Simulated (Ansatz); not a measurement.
Geometry optimisation, Ansatz 0.2.0, RKS r2SCAN-D4/6-31G*.

Input file:

```yaml
crystal:
  periodic: [false, false, false]
  atoms:
    - { symbol: Al, position_ang: [0.12948, 0.222093, 0.143296] }
    - { symbol: C, position_ang: [0.007923, 0.123715, 2.108126] }
    - { symbol: H, position_ang: [-0.950453, -0.247849, 2.495923] }
    - { symbol: H, position_ang: [0.823008, -0.440777, 2.579812] }
    - { symbol: H, position_ang: [0.105105, 1.147448, 2.507561] }
    - { symbol: H, position_ang: [1.535405, 0.505904, -0.555958] }
    - { symbol: H, position_ang: [-1.203292, 0.224387, -0.734916] }
    - { symbol: S, position_ang: [-0.124973, -3.156942, 0.789914] }
    - { symbol: H, position_ang: [-1.417343, -3.124528, 0.401085] }
    - { symbol: H, position_ang: [-0.297959, -2.14165, 1.709557] }
basis:
  gaussian: { orbitals: "6-31G*" }
hamiltonian:
  xc: r2scan
  dispersion: d4
relax:
  f_tol: 0.03
  max_steps: 50
```

Run as:

```bash
$ ansatz run input.yaml --threads 1 --pin off --max-ram 2048MiB --backend cpu --events-out ev --progress --plain --runs-dir out
```

Question: Where does it end, and by what steps?

Answer: It converged. The force dipped under the threshold on the way, but the program's further checks kept it going. After 9 steps the energy has fallen by 0.416 eV; H10 moved furthest, 0.65 Å. Joined: Al1–S8 (3.45 → 2.61 Å).

```tsv
step	energy less start (eV)	largest force component (eV/Å)	accepted
0	0.0000	0.733	yes
1	-0.0984	0.886	yes
2	-0.1932	1.124	yes
3	-0.3167	1.178	yes
4	-0.3739	0.699	yes
5	-0.4071	0.115	yes
6	-0.4130	0.062	yes
7	-0.4122	0.086	no
8	-0.4151	0.013	yes
9	-0.4155	0.012	yes
```

```xyz
10
Properties=species:S:1:pos:R:3
Al 0.064 -0.089 0.265
C 0.007 0.292 2.204
H -0.925 -0.042 2.681
H 0.846 -0.164 2.749
H 0.077 1.374 2.389
H 1.461 0.022 -0.511
H -1.284 0.046 -0.597
S -0.034 -2.694 0.420
H -1.334 -2.848 0.101
H -0.270 -2.786 1.744
```

Whether the end is a true minimum wasn't checked by a vibrational analysis.

Time of the run: 45 s on 1 thread of Arm Neoverse V1 (shared host), peak memory 0.15 GiB.
